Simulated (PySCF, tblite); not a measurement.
A database entry of computed molecular properties. Lists by class give the value and the number of equivalent atoms.

```json
{
 "formula": "C5H4N",
 "smiles": "C#C[CH]CC#N",
 "charge": 0,
 "multiplicity": 2,
 "geometry_level": "GFN2-xTB",
 "atoms_angstrom": [
  ["C", 2.365, -0.926, 0.159],
  ["C", 1.415, -0.169, 0.08],
  ["C", 0.34, 0.661, 0.031],
  ["C", -1.029, 0.206, 0.42],
  ["C", -1.811, 0.028, -0.785],
  ["N", -2.393, -0.097, -1.761],
  ["H", 3.194, -1.566, 0.204],
  ["H", 0.452, 1.657, -0.367],
  ["H", -1.532, 0.956, 1.041],
  ["H", -0.991, -0.746, 0.957]
 ],
 "electronic_structure_code": "PySCF",
 "results": {
  "GFN2-xTB geometry": {
   "point_group": "C1",
   "rotational_constants_GHz": [11.415, 1.846, 1.717]
  },
  "GFN2-xTB harmonic vibrations, gas phase": {
   "strongest_ir_bands_cm-1_km_per_mol_modes": [
    [487.5, 32.8, 1],
    [650.0, 18.6, 1],
    [871.9, 15.7, 1],
    [1231.3, 15.7, 1],
    [2403.2, 262.1, 1],
    [3086.6, 16.7, 1]
   ],
   "zpe_kcal_per_mol": 42.6
  },
  "UKS B3LYP, pcH-1 on C H N, non-relativistic, mean-field spin-orbit, GIAO": {
   "g_iso": 2.00269,
   "g_tensor": [2.00217, 2.0028, 2.00311],
   "s2": 0.769,
   "a_iso_by_class_MHz": [
    ["13C", 69.2, 1],
    ["13C", -66.3, 1],
    ["13C", 62.4, 1],
    ["1H", -53.0, 1],
    ["13C", 45.5, 1]
   ],
   "spin_populations_mulliken_by_atom": [0.56, -0.27, 0.77, -0.05, 0.02, 0.02, -0.02, -0.03, 0.02, 0.0]
  }
 }
}
```

With B = h/(8π²I), that is 505.379 GHz u Å² over I, the principal moments of inertia are 44.3, 273.8 and 294.3 u Å² (most abundant isotopes); the inertial defect Ic − Ia − Ib is -23.8 u Å² (zero for a rigid planar frame, negative otherwise). The zero-point energy, half the sum of the 24 harmonic wavenumbers, equals 14880 cm⁻¹ or 178 kJ/mol. g_iso is shifted by about +370 ppm from the free-electron value 2.002319; the principal values span 0.0009. ⟨S²⟩ is 0.019 above the pure-spin value S(S + 1) = 0.75.

One conformer (not necessarily the lowest) at the GFN2-xTB geometry, without solvent or vibrations. In GFN2-xTB open shells enter through the occupations alone, without spin polarisation, so single modes can be far off. Hyperfine couplings depend on the geometry, which wasn't re-optimised at a DFT level. Couplings of like nuclei are plain means over topologically equivalent atoms, as if these changed places fast (by rotation of a methyl-like group, say); in this geometry the members of some sets differ.

The values belong to the conformer `[CH:1]#[C:2][CH:3][CH2:4][C:5]#[N:6]`: C2–C3–C4–C5 -106°.
